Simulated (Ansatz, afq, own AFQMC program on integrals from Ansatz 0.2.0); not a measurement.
**Where AFQMC and coupled cluster stand for Pt⁺, doublet**

A free Pt cation.

Basis def2-SVP with its core potentials. Only valence electrons are correlated. Integrals, coupled cluster, full CI and functionals: Ansatz 0.2.0; the random walks run on the same integrals in our own AFQMC program. The CISD trial takes its coefficients from CCSD amplitudes. Released means that phaseless walkers are propagated on without the constraint, phases kept. ± is one standard error of the sampling. No spin–orbit coupling. The metal's outer-core s and p shells are frozen, which shifts wave-function levels against functionals.

Determinant: UHF, the one that the program's search chose, which needn't be the lowest solution.

No full CI on the walks' own integrals is used here; CCSDTQ serves as the reference and is uncertain by about the last step of the cluster series.

Cautions: no spin-orbit coupling; outer-core shells of the metal frozen; unrestricted determinant spin contaminated (⟨S²⟩ 0.90 against 0.75).

```
T1 diagnostic                               : 0.0156
weight of the determinant in the CISD state : 0.935
⟨S²⟩ of the determinant                     : 0.897
size of the correlated space                : 9 electrons in 28 orbitals
```

Reference: CCSDTQ, correlation energy -4.571 eV. The released energy is read at 4.20 1/Eh (meV from the phaseless value at times in 1/Eh: -7 ± 3 at 0.60, -7 ± 3 at 1.20, -7 ± 3 at 2.00, -14 ± 5 at 3.00, -14 ± 6 at 4.20).

```
         level  E − E(reference) (meV)  share of correlation (%)
            HF                  4570.9                      0.00
           MP2                   189.1                     95.86
          CCSD                   131.2                     97.13
       CCSD(T)                    38.0                     99.17
         CCSDT                     3.3                     99.93
      CCSDT(Q)                     0.2                     99.99
 ph-AFQMC/CISD              17.7 ± 2.2                     99.61
released AFQMC               3.8 ± 6.4                     99.92
```

CCSDT and higher add their correlation energy to the determinant of the CCSD(T) run, since their own runs factorise the integrals more tightly (a shift of under 2 meV). A walk keeps the symmetry of its determinant, which the program's search chose and which needn't be the lowest solution, so a lower state of the same spin and another symmetry isn't excluded. Released energies are given only where the last usable release times agree within the noise; a slower fall can still hide under it.
